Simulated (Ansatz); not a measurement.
# B2F: the cost of one run

Computed with Ansatz 0.2.0, Gaussian basis. Level: def2-QZVPP, all electrons in the functionals, frozen cores in the correlation of double hybrids and RPA.

To be run: B2PLYP, at charge 0, doublet; charge 0, quartet; charge 1, singlet; charge 1, triplet.

2 further runs of the same task are left out: 2 set aside as unsound or not needed.

### 1 What is computed

The geometry is a PBE0/def2-TZVP stationary point (not a proven minimum).

3 atoms, charge 0, spin multiplicity 2.

Atoms are counted from 1 here; the program's logs count them from 0.

Bond lengths: B1–B2 1.561 Å, B2–F3 1.282 Å. Angles: B1–B2–F3 164.1°.

No dispersion term is added.

The geometry shown and the zero of energy belong to the point charge 0, doublet. The yardstick, UCCSD(T), and other wave-function levels (R restricted, U unrestricted, valence and pair active spaces) come from earlier runs.

### 2 B2PLYP, charge 0, doublet

The input, in.yaml:

```yaml
crystal:
  periodic: [false, false, false]
  atoms:
    - {symbol: B, position_ang: [0.000000, -0.075298, 1.454571]}
    - {symbol: B, position_ang: [0.000000, 0.130064, -0.093193]}
    - {symbol: F, position_ang: [0.000000, -0.054766, -1.361378]}
basis:
  gaussian: {orbitals: "def2-QZVPP.json"}
magnetization: {spin_polarized: true, initial_magnetization: 1}
hamiltonian: {xc: {name: B2PLYP}}
correlation: {electrons: outside_noble_gas}
```

Started as:

```console
$ ansatz run in.yaml --threads 1 --pin off --events-out ev --progress --plain --max-ram 2393MiB
```

What time and memory should one allow on 1 thread of INTEL XEON PLATINUM 8581C at 2.10GHz, shared host?

About 30 s, with a peak of 0.42 GiB.
